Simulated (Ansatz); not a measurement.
Solid chlorine, treated with PBEsol in Ansatz (PAW).

Numerical settings: plane-wave cutoff 520 eV, 10×10×4 k mesh (along the axes of the cell as run), Fermi–Dirac smearing 0.01 eV, scalar-relativistic PAW data made under PBE.

Response to compression and expansion:

Shape and atoms are relaxed at each volume.

```json
[
 {"V (Å³/atom)": "25.877", "P (GPa)": "0.20", "direct gap at Γ (eV)": "2.008", "c (Å)": "7.973", "a (Å)": "6.726"},
 {"V (Å³/atom)": "26.416", "P (GPa)": "0.09", "direct gap at Γ (eV)": "2.008", "c (Å)": "7.995", "a (Å)": "6.834"},
 {"V (Å³/atom)": "26.955", "P (GPa)": "0.00", "direct gap at Γ (eV)": "2.019", "c (Å)": "8.006", "a (Å)": "6.946"},
 {"V (Å³/atom)": "27.494", "P (GPa)": "-0.06", "direct gap at Γ (eV)": "2.028", "c (Å)": "8.014", "a (Å)": "7.062"},
 {"V (Å³/atom)": "28.033", "P (GPa)": "-0.11", "direct gap at Γ (eV)": "2.038", "c (Å)": "8.020", "a (Å)": "7.182"}
]
```

The gap at Γ does not follow one straight line over these volumes.

Note: the cell comes from a level without a dispersion term, which matters for the spacing of layers, chains or molecules; the bulk modulus comes from volumes at which shape and atoms were relaxed.

Ansatz is an electronic-structure program.
